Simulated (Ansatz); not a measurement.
Diamond-structure Si, treated with PBE0 (plane waves, PAW; Ansatz, a program for electronic structure).

Settings: plane-wave cutoff 520 eV, 8×8×8 k mesh, finite displacements, scalar-relativistic PAW data made under PBE.

Computed at the level's own relaxed cell.

Task: What does this level give for the TO(Γ) frequency?

Result: 
- TO(Γ) frequency: 531 cm⁻¹

Measured, for comparison: zone-centre TO phonon frequency 525 cm⁻¹ (low temperature, zero-point motion not removed; as tabulated in Tanner et al. (2021), arXiv:2110.11888). Computed (rounded) less measured: zone-centre TO phonon frequency +1 %.
